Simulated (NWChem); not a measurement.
System: acetylene (C₂H₂); SMILES C#C

```xyz
4

C      0.0000     0.0000    -0.6026
C      0.0000     0.0000     0.6026
H      0.0000     0.0000    -1.6690
H      0.0000     0.0000     1.6690
```
Atoms are numbered in this order, from 1.

All runs: NWChem. All runs use the structure optimised with B3LYP/6-31G* (spherical d). B3LYP is NWChem's, with the RPA form of VWN correlation. Vertical excitations in the gas phase; the lowest state need not have the same character in each row.

```tsv
level	lowest excitation, singlet (eV)	oscillator strength of that lowest state	lowest state with f > 0.02, singlet (eV)	oscillator strength of that bright state	lowest triplet (eV)	orbital gap (eV)
PBE/aug-cc-pVDZ, full TDDFT	6.76	0.000	7.07	0.061	5.13	6.76
B3LYP/aug-cc-pVDZ, full TDDFT	6.61	0.000	7.32	0.068	4.99	8.19
CAM-B3LYP/aug-cc-pVDZ, full TDDFT	6.52	0.000	7.65	0.083	4.87	10.33
LDA (Slater exchange, VWN5)/aug-cc-pVDZ, full TDDFT	6.74	0.000	7.28	0.067	5.48	6.74
```
